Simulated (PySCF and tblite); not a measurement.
Values are calculated unless marked as measured or tabulated.
Stationary points of C₄H₁₁S (charge +1) at PBE0-D3(BJ)/def2-SVP, in Å:

Structure A

```
 1 C     1.769    0.060    0.251
 2 C     0.927    0.284   -0.982
 3 S    -0.877    0.125   -0.799
 4 C    -1.291    1.232    0.551
 5 C    -1.113   -1.498   -0.071
 6 H     2.824    0.193   -0.031
 7 H     1.558    0.788    1.048
 8 H     1.672   -0.958    0.653
 9 H     1.156   -0.425   -1.794
10 H     1.044    1.295   -1.405
11 H    -2.375    1.148    0.713
12 H    -1.056    2.253    0.220
13 H    -0.739    0.973    1.464
14 H    -0.763   -2.238   -0.804
15 H    -0.571   -1.592    0.879
16 H    -2.194   -1.626    0.081
```

Structure B

```
 1 C     2.033   -0.622   -0.509
 2 C     1.014    0.477   -0.295
 3 S    -0.683   -0.109   -0.590
 4 C    -1.670    1.337   -0.196
 5 C    -1.001   -1.195    0.804
 6 H     3.037   -0.185   -0.404
 7 H     1.950   -1.424    0.238
 8 H     1.963   -1.058   -1.516
 9 H     1.134    1.294   -1.025
10 H     1.041    0.906    0.719
11 H    -2.727    1.043   -0.260
12 H    -1.460    2.094   -0.965
13 H    -1.425    1.714    0.807
14 H    -0.383   -2.093    0.672
15 H    -0.769   -0.689    1.751
16 H    -2.061   -1.481    0.757
```

Structure C

```
 1 C     1.902   -0.464   -0.042
 2 C     0.973    0.486   -0.763
 3 S    -0.817    0.036   -0.753
 4 C    -1.561    1.368    0.197
 5 C    -0.981   -1.362    0.363
 6 H     2.926   -0.080   -0.167
 7 H     1.706   -0.516    1.038
 8 H     1.885   -1.477   -0.466
 9 H     1.207    0.553   -1.836
10 H     1.011    1.502   -0.342
11 H    -2.628    1.133    0.312
12 H    -1.457    2.287   -0.397
13 H    -1.071    1.470    1.175
14 H    -0.461   -2.216   -0.090
15 H    -0.580   -1.134    1.358
16 H    -2.056   -1.586    0.414
```

Geometries: PBE0-D3(BJ)/def2-SVP; energies: PBE0/pcSseg-1 + D3(BJ); zero-point and thermal terms from GFN2-xTB harmonic modes (soft modes blended into free rotors).

Q: Which structure is a saddle point, and along which motion?

A: C: one imaginary mode (90i cm⁻¹ at GFN2-xTB, mostly on C1, C2, C4), along the rotation about the C2–S3 bond (torsion C1–C2–S3–C4 from 177° to 54°, falling).

Q: Give their symmetry and energies above the lowest.

A: A C1, 0.1 kcal/mol; B C1, 0.0 kcal/mol; C C1, 3.2 kcal/mol.

The ion is treated without a counter-ion.
